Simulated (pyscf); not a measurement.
H₃C–SH + H₂ -> CH₄ + H₂S, a four-centre exchange (singlet surface; C–S, H–H broken, C–H, H–S formed). PySCF, gas phase, ωB97X-D3(BJ)/def2-SVP geometries. Energies in kcal/mol from the separated reactants.

Small-basis levels: PySCF, no dispersion term, spherical d functions. AM1 to PM7: differences of heats of formation from MOPAC, which are fitted to 298 K values and so differ in kind from electronic energies by zero-point and thermal terms. GFN2-xTB: tblite. Cost: rough CPU time at the saddle relative to B3LYP/6-31G*, from one job on a shared machine.

```csv
level,barrier,reaction energy,cost
HF/STO-3G,[?],-16.8,0.07
MP2/6-31G*,106.3,-15.3,0.1
PBE/6-31G*,82.1,-17.2,1
B3LYP/3-21G,80.4,-18.9,0.9
B3LYP/LANL2DZ,81.9,-19.9,0.9
B3LYP/6-31G*,90.0,-19.0,1
M06-2X/6-31G*,97.1,-17.3,3
B3LYP/6-311+G**,87.4,-21.3,2
PBE/def2-SVP,79.2,-20.0,2
GFN2-xTB,67.6,-23.1,under 0.02
AM1,83.5,-1.2,under 0.02
PM7,[?],+19.5,under 0.02
ωB97M-D3(BJ)/def2-TZVP,[?],-19.7,–
```

Problem. What belongs in the gaps?

Solution. 
- HF/STO-3G, barrier: 170.9
- PM7, barrier: 99.7
- ωB97M-D3(BJ)/def2-TZVP, barrier: 95.1

Against the last row the barrier runs from -27.5 (GFN2-xTB) to +75.8 kcal/mol (HF/STO-3G). ωB97M-D3(BJ)/def2-TZVP has limits of its own. From the product side, SH• + H• + CH₄ lies, by one bond made or cut, 19.4 kcal/mol under this saddle at ωB97M-D3(BJ)/def2-TZVP. The same reactants have a lower exit, to H₂C=S + H₂ + H₂ (barrier +69.1 kcal/mol at ωB97M-D3(BJ)/def2-TZVP, against +95.1 kcal/mol here). This is the saddle that the search found; another between the same sides may lie lower. One closed-shell reference is unstable to symmetry breaking; treat the single-reference values with care.
